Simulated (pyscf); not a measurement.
**Four-centre exchange: `[NH2][SiH2][NH][SiH2][NH2]` + `[BH3]` → `[BH2][NH][SiH2][NH][SiH2][NH2]` + `[H][H]`**

Gas phase, singlet surface, charge 0. Bonds broken: N1–H6, B15–H16. Bonds formed: N1–B15, H6–H16. Optimised with ωB97X-D3(BJ)/def2-SVP in PySCF.

Transition state (Å):

```xyz
18

N      1.2199     0.9885     1.7967
Si    -0.4810     0.5538     1.9085
N     -0.9159    -0.8835     1.0482
Si    -1.1099    -1.0393    -0.6873
N      0.2952    -1.3600    -1.6411
H      1.7239     2.2251     1.3793
H      1.8713     0.5241     2.4235
H     -0.7772     0.3507     3.3558
H     -1.2322     1.6978     1.3301
H     -0.8096    -1.7548     1.5627
H     -2.0293    -2.1901    -0.9199
H     -1.6779     0.2622    -1.1288
H      1.0166    -0.6519    -1.7346
H      0.6868    -2.2941    -1.6918
B      1.8277     1.3024     0.3647
H      2.1568     2.6170     0.5705
H      2.8889     0.7752     0.1136
H      0.9853     1.3885    -0.5043
```

One imaginary mode, 1372i cm⁻¹; descent along it reached the two sides named, in the forms told below.

| bond | change | reactant side (Å) | saddle | product side |
|---|---|---|---|---|
| N1–H6 | breaks | 1.023 | 1.399 | 3.3 |
| B15–H16 | breaks | 1.225 | 1.371 | 3.2 |
| N1–B15 | forms | 1.655 | 1.587 | 1.402 |
| H6–H16 | forms | 2.412 | 0.998 | 0.760 |

Electronic energies relative to the separated reactants (eV):

```tsv
level	barrier	reaction energy	reverse barrier
ωB97X-D3(BJ)/def2-TZVP	0.18	-1.34	1.52
PBE/def2-TZVP	-0.14	-1.40	1.26
r²SCAN/def2-TZVP	-0.02	-1.40	1.38
B3LYP-D3(BJ)/def2-TZVP	0.19	-1.38	1.57
PBE0-D3(BJ)/def2-TZVP	-0.07	-1.37	1.31
M06-2X/def2-TZVP	0.17	-1.40	1.57
ωB97M-D3(BJ)/def2-TZVP	0.17	-1.34	1.51
HF/def2-TZVP	1.19	-1.06	2.25
```

With ωB97M-D3(BJ)/def2-TZVP energies and thermal terms (ideal gas, 1 atm, RRHO with modes under 100 cm⁻¹ raised to 100, one conformer, R ln 2 for chiral ones without a mode under 150 cm⁻¹), in eV:

```csv
T (K),ΔH‡,ΔG‡,ΔH,ΔG
298,0.18,0.67,-1.41,-1.28
600,0.16,1.19,-1.38,-1.16
900,0.18,1.70,-1.35,-1.06
1200,0.20,2.20,-1.33,-0.97
```

On the reactant side the descent ends in an adduct with a B–N contact, 1.40 eV under the separated species and 1.58 eV under the saddle at ωB97X-D3(BJ)/def2-TZVP. At PBE, r²SCAN, PBE0-D3(BJ) the saddle lies under the separated reactants, which points to a path from their complex (located at ωB97X-D3(BJ) alone). What is counted as formed (B–N) is already present as a longer contact in the reactant adduct; forming that adduct is a step of its own. At the saddle there is also a short B–H contact that neither side keeps. One saddle was located; it need not be the lowest between these sides.
